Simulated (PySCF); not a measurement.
**L and K shells in `CS(=O)(=O)[O-]`**

Species: CH₃O₃S (charge -1).
Cartesian coordinates in Å at the PBE0-D3(BJ)/def2-SVP level; atoms count from 1:
```xyz
8
CH3O3S angstrom
C     -0.881   -0.109    0.053
S      0.916    0.093   -0.086
O      1.274   -0.725   -1.267
O      1.100    1.549   -0.274
O      1.432   -0.426    1.201
H     -1.101   -1.177    0.195
H     -1.235    0.471    0.916
H     -1.349    0.257   -0.871
```

Level of theory: PySCF, delta-SCF UKS SCAN, pcX-2 on the ionised atom, pcseg-1 elsewhere, spin-free X2C. These are vertical core ionisation energies against the vacuum level, from separate self-consistent calculations with and without the core hole. Spin–orbit coupling isn't in the SCF: each 2p doublet comes from a relaxed spin-free hole plus a matrix of the shell (mean-field spin–orbit coupling and the ground-state 2p splitting), with 2p3/2 averaged over its two sublevels. The splitting includes the ligand field, and 2p3/2 is the mean of two sublevels.

Give the 2p3/2 and 2p1/2 binding energies and the splitting.

```csv
atom,environment,2p3/2 (eV),2p1/2 (eV),splitting (eV),mean of the shell (eV)
S2,sulfonyl sulfur,168.26,169.49,1.23,168.67
```

What are the 1s binding energies of the same atoms?

S2 2477.36 eV.

Which Kα1 and Kα2 emission energies and wavelengths follow?

The photon carries the difference of the 1s-hole and 2p-hole states, both at the ground state's geometry; λ = 12398.42 eV Å/E.

```csv
atom,Kα1 (eV),Kα2 (eV),λ(Kα1) (Å),λ(Kα2) (Å)
S2,2309.10,2307.87,5.3694,5.3722
```

And the 1s levels of the other atoms?

C1 (S-methyl carbon) 286.46 eV; O3/O4/O5 (oxygen bonded to S) 531.62 eV.

Atoms equivalent by their bonding share one computed value, that of the first of them. The species carries charge -1, so core ionisation leaves a neutral species. The basis sets have no added diffuse functions. Geometry: PBE0-D3(BJ)/def2-SVP; no solvent, vibrations or thermal averaging. The geometry's basis has no diffuse functions, a weakness for an anion.
